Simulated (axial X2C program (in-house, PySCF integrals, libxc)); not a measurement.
# Worked dissociation energy of SiB⁺: PBEsol, scalar-relativistic

Computed with an in-house all-electron X2C program for linear molecules (integrals from PySCF). Spin-free means the one-electron spin-free X2C Hamiltonian. Basis: Si dyall-v3z [8s7p2d1f], B dyall-v3z [7s6p2d1f] (cores contracted in-house); Gaussian nuclei, density fitting, unrestricted open shells. Masses: Si 27.977 u, B 11.009 u.

Molecular state: M_S = 1, Λ = 1 (beyond evenly filled blocks: σα, π+α).

| Property | Result |
| --- | --- |
| E(Si+) (2M_S = 1, M_L = 0) | -289.003104 hartree |
| E(B) (2M_S = 1, M_L = 0) | -24.484219 hartree |
| E(SiB⁺) at Re | -313.599882 hartree |
| ωe | 525.7 cm⁻¹ |
| ωexe | 5.61 cm⁻¹ |

Task: Work out De and D0.

Result: De = -289.003104 + (-24.484219) − (-313.599882) = 0.11256 hartree = 3.063 eV. The zero-point energy is ωe/2 − ωexe/4 = 261 cm⁻¹ = 0.032 eV, so D0 = 3.030 eV.

The state is a single determinant with fixed occupations, the lowest that a limited PBE0 search found. De is counted from the lowest determinant-based energies of the atoms at the same level, without counterpoise correction. Other states lie close and PBE0, whose exact exchange favours high spin, may order them wrongly; the determinant shown need not be the ground state. The nearest other spin-free determinant of the search, M_S = 0, Λ = 1, lies 0.17 eV up at the distance of the search. Without a current term, density functionals place determinants with orbital angular momentum somewhat too high. At some level and bond length an empty orbital lies below a filled one.

Each atomic determinant is the lowest at this level and need not be a pure term. Totals compare only within one Hamiltonian and basis.
